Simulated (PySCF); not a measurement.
Molecule: C$_{5}$H$_{4}$N (charge -1, singlet). It need not be the lowest isomer of its formula. Whether it binds its extra electron was not tested at this geometry. 
Geometry from a B3LYP-D3(BJ)/def2-TZVP (Ansatz) optimisation:
```xyz
10

N     -0.0115    -0.0090     1.3922
C      0.0126     0.0100    -1.5356
C     -0.0047     1.1227     0.6757
C     -0.0063    -1.1313     0.6611
C      0.0052    -1.1539    -0.7307
C      0.0067     1.1633    -0.7156
H     -0.0089     2.0484     1.2581
H     -0.0116    -2.0646     1.2314
H      0.0083    -2.1446    -1.1961
H      0.0112     2.1599    -1.1682
```
Charge -1, spin multiplicity 1.

Dispersion corrections to the total energy (kcal/mol) from the dftd3 and dftd4 libraries through PySCF: D3(BJ) without and D4 with the three-body term, each with the damping fitted for the functional named.

| functional | D3(BJ) | D4 |
|---|---|---|
| revPBE | … | -23.06 |
| BP86 | … | -8.63 |
| B2PLYP | -4.55 | -4.61 |
| PBE0 | … | -5.51 |
| HSE06 | -3.60 | -5.08 |
| LC-wPBE | -5.27 | -7.33 |
| r2SCAN | -1.54 | -1.61 |

Q: What belongs in the gaps?

A: 
- revPBE, D3(BJ): -14.96
- BP86, D3(BJ): -8.94
- PBE0, D3(BJ): -4.89
